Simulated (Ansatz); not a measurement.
# AlN2 (doublet): the correlation ladder, def2-QZVPP

The task here is to estimate one member of a computed series from the others.

Method: def2-QZVPP, core rule «outside noble gas», up to 7 orbitals frozen; program: Ansatz 0.2.0, Gaussian basis.

To be run: UHF; ROHF; CCSD(T) on UHF.

## The geometry

The geometry is a PBE0/def2-TZVP stationary point (not a proven minimum) of the parent state, kept for this charge and spin.

3 atoms, charge 0, spin multiplicity 2.

Atoms are counted from 1 here; the program's logs count them from 0.

Bond lengths: N1–Al2 1.795 Å, Al2–N3 1.795 Å. Angles: N1–Al2–N3 180.0°.

The first run:

Input file in.yaml:

```yaml
crystal:
  periodic: [false, false, false]
  atoms:
    - {symbol: N, position_ang: [0.000000, 0.000000, 1.795300]}
    - {symbol: Al, position_ang: [0.000000, 0.000000, 0.000000]}
    - {symbol: N, position_ang: [0.000000, 0.000000, -1.795300]}
basis:
  gaussian: {orbitals: "def2-QZVPP.json"}
magnetization: {spin_polarized: true, initial_magnetization: 1}
hamiltonian: {xc: hf}
output: {orbitals: {seedname: orbitals}}
```

Run with:

```
> ansatz run in.yaml --threads 1 --pin off --events-out ev --progress --plain --max-ram 2393MiB
```

Among the steps run: UHF; ROHF; CCSD(T) on UHF.

One table of the session follows, with a row left open; its other results are not shown here.

```
  method  from UCCSD(T) (kcal/mol)
    ROHF                   +333.70
    UMP2                         ?
   UCCSD                    +14.90
UCCSD(T)                         0
```

Estimate the missing values for UMP2.

The run gave: from UCCSD(T) (kcal/mol): +38.97. In the column «from UCCSD(T) (kcal/mol)» it lies between UCCSD (+14.90) and ROHF (+333.70).

Left out of the table: UHF (another determinant or state than the rows shown).

To keep in mind: The determinant is far from a pure spin state, so its energy mixes those of several spin states (harmless only where they are near-degenerate, as at dissociation). Warnings: spin contamination; coupled cluster took another determinant than the lowest.
